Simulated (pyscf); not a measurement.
Optimised with ωB97X-D3(BJ)/def2-SVP in PySCF.

### Question
What is the homolytic dissociation enthalpy (298 K, ωB97M-D3(BJ)/def2-TZVP) of the C–H bond of C₅H₁₀ (SMILES CC1CCC1), to cyclic C₅H₉ (SMILES CC1[CH]CC1) [doublet] + H•?

### Answer
C–H to cyclic C₅H₉ (SMILES CC1[CH]CC1) [doublet] + H•: 417.1 kJ/mol. The 7 functionals that were run give +392.3 (r²SCAN) to +417.1 kJ/mol (ωB97M-D3(BJ)). cyclic C₅H₁₀ (SMILES CC1CCC1) lies 22.8 kJ/mol over its isomer H₂C=C(CH₃)–CH₂–CH₃, and others may lie lower still (electronic energy, ωB97M-D3(BJ)). cyclic C₅H₉ (SMILES CC1[CH]CC1) [doublet] lies 90.7 kJ/mol over its isomer cyclic C₅H₉ (SMILES [CH]1CCCC1) [doublet], and others may lie lower still (electronic energy, ωB97M-D3(BJ)).
